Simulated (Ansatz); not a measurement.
# MgClF: a ladder of functionals and wavefunction methods

One table from this session's results is given with a row withheld; the runs are named, their logs left out.

Computed with Ansatz 0.2.0, Gaussian basis. Level: functionals in def2-TZVPP, the program's frozen cores in correlated methods.

Levels to be run: LDA (SPW92), PBE-D4, revPBE-D4, BLYP-D4, r2SCAN-D4, B97M-V, PBE0-D4, B3LYP-D4, r2SCANh-D4, r2SCAN0-D4, HSE06-D4, BHLYP-D4, CAM-B3LYP-D4, LC-ωPBE, ωB97X-V, ωB97M-V, B2PLYP, PBE-QIDH; CCSD(T)/def2-SVP; CCSD(T)/def2-TZVPP; CCSD(T)/def2-QZVPP; extrapolation to the limit; RPA on PBE.

## The geometry

All runs share one geometry, relaxed beforehand with PBE0-D4 in a triple-zeta def2 set.

SMILES `[F][Mg][Cl]`, 3 atoms, charge 0, spin multiplicity 1.

Atoms are counted from 1 here; the program's logs count them from 0.

Bond lengths: F1–Mg2 1.744 Å, Mg2–Cl3 2.169 Å. Angles: F1–Mg2–Cl3 180.0°.

The first run:

Input file in.yaml:

```yaml
crystal:
  periodic: [false, false, false]
  atoms:
    - {symbol: F, position_ang: [-1.529429, 0.792178, -0.757000]}
    - {symbol: Mg, position_ang: [-0.118112, 0.039642, -0.060771]}
    - {symbol: Cl, position_ang: [1.636641, -0.896620, 0.804571]}
basis:
  gaussian: {orbitals: def2-TZVPP}
hamiltonian: {xc: lda}
output: {orbitals: {seedname: orbitals}}
```

On the command line:

```sh
> ansatz run in.yaml --threads 4 --pin off --events-out ev --progress --plain --max-ram 10444MiB
```

Steps of the session up to this table: LDA; PBE-D4 (GGA); revPBE-D4 (GGA); BLYP-D4 (GGA); r2SCAN-D4 (meta-GGA); B97M-V (meta-GGA); PBE0-D4 (hybrid); B3LYP-D4 (hybrid); r2SCANh-D4 (hybrid); r2SCAN0-D4 (hybrid); HSE06-D4 (hybrid); BHLYP-D4 (hybrid); CAM-B3LYP-D4 (range-separated); LC-ωPBE (range-separated); ωB97X-V (range-separated); ωB97M-V (range-separated); B2PLYP (double hybrid); PBE-QIDH (double hybrid).

One of the session's tables, all rows but one given; the rest of the session is left out.

It belongs to the step «Frontier levels by functional». 

```
  functional  HOMO (eV)  LUMO (eV)  gap (eV)
 LDA (SPW92)      -7.84      -2.77      5.07
      PBE-D4      -7.66      -2.53      5.14
   revPBE-D4      -7.59      -2.38      5.21
     BLYP-D4      -7.51      -2.56      4.95
   r2SCAN-D4      -8.00      -2.00      6.00
      B97M-V      -8.03      -2.41      5.62
     PBE0-D4      -9.05      -1.79      7.26
    B3LYP-D4      -8.78      -2.13      6.65
  r2SCANh-D4      -8.51      -1.79      6.72
  r2SCAN0-D4          ?          ?         ?
    HSE06-D4      -8.64      -2.14      6.50
    BHLYP-D4     -10.30      -1.27      9.03
CAM-B3LYP-D4     -10.45      -1.11      9.35
     LC-ωPBE     -11.88       0.10     11.99
     ωB97X-V     -11.49      -0.06     11.43
     ωB97M-V     -11.35      -0.45     10.90
```

Estimate the missing values for r2SCAN0-D4.

Worked estimate for «HOMO (eV)». Against the share of exact exchange, r2SCAN-D4 (0, -8.00), r2SCANh-D4 (0.1, -8.51) give a slope of -5.10 per unit share; at 0.25 the line stands at -9.27.

As computed: HOMO (eV): -9.28; LUMO (eV): -1.48; gap (eV): 7.80. In «HOMO (eV)» the line misses by +0.01.
